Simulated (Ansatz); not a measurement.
Reaction (atomization): `O=[SiH2]` → 2 H• + O• + Si•

Calculated with Ansatz (gas phase, PBE0-D4/def2-TZVP geometries, no zero-point term in ΔE). CCSD(T)/CBS is frozen-core, at the limit of the def2 triple- and quadruple-zeta sets. DFT in def2-TZVPP. B3LYP here is the variant with VWN-RPA as its local correlation; programs differ in this. No spin–orbit coupling; open shells (•) take unrestricted orbitals. Spin–orbit coupling would lower the free atoms: a little for O, Si.

| level | ΔE (kcal/mol) |
| --- | --- |
| B3LYP | 300.7 |
| MP2/def2-TZVPP | 302.9 |

**Question.** What does CCSD(T)/CBS give? (An estimate is asked.)

**Answer.** The calculation gave: +304.7 kcal/mol. The listed levels differ from it by -4.0, -1.8 kcal/mol.

Largest T1 diagnostic among the species: 0.022, so the coupled-cluster value is less sure than usual.

Leaving LDA and LC-ωPBE aside and taking each functional with its dispersion term where it has one, the values, not all of them listed here, spread over 19.4 kcal/mol, from BHLYP-D4 to BLYP-D4. LDA lies +41.5 kcal/mol from PBE without D4, its usual overbinding. From BLYP to BHLYP (50 % exact exchange), in def2-TZVPP and without D4, ΔE moves by −18.3 kcal/mol: exact exchange takes away binding that semilocal exchange gives to molecules. In def2-TZVPP, CCSD(T) changes the Hartree–Fock value by +93.4 kcal/mol (the triples alone add +6.5 kcal/mol) and MP2 by +102.2 kcal/mol; breaking electron pairs costs correlation energy, which Hartree–Fock lacks.

CCSD(T)/CBS has its own doubt, a few kJ/mol and more with outer-core shells, so smaller differences from it don't rank the levels.
